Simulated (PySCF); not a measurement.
Energies from PySCF, thermal terms from the rigid-rotor harmonic-oscillator model, ideal gas at 1 bar. Table values come from the NASA 1993 polynomials. S°(298 K) at PBE0/def2-TZVP differs from the NASA 1993 table for C4H8 (cis-2-butene) (-6 J/mol/K); whether the harmonic model or the table's entry is off was not settled. All species are closed-shell singlets. The harmonic model lacks anharmonicity and excited electronic states, which grow with temperature; levels with a mode under 35 cm⁻¹ are left out. Internal rotation in C4H8 (cis-2-butene) is treated as a harmonic vibration of one conformer, which makes the entropy rough. The table's entry may be an old estimate for C4H8 (cis-2-butene) (not checked at source).

Harmonic frequencies at PBE0/def2-TZVP (cm⁻¹): 130, 146, 290, 401, 569, 698, 883, 992, 1007, 1025, 1059, 1060, 1161, 1290, 1380, 1408, 1437, 1472, 1476, 1480, 1486, 1753, 3038, 3041, 3089, 3089, 3129, 3143, 3147, 3166. Point group C2v; S°(298 K) = 295.7 J/mol/K at this level.

Problem. Work out Cp and S° of gaseous C4H8 (cis-2-butene) at 500, 800, 1200, 1600, 2000 K from these, and set them beside the table.

Solution. 
```csv
T (K),Cp PBE0/def2-TZVP,Cp table,S° PBE0/def2-TZVP,S° table
500,128.4,123.3,349.9,353.0
800,176.1,171.3,421.4,422.4
1200,215.0,208.9,500.9,499.7
1600,237.7,231.5,566.2,563.2
2000,251.2,245.7,620.8,616.5
```
Units J/mol/K.
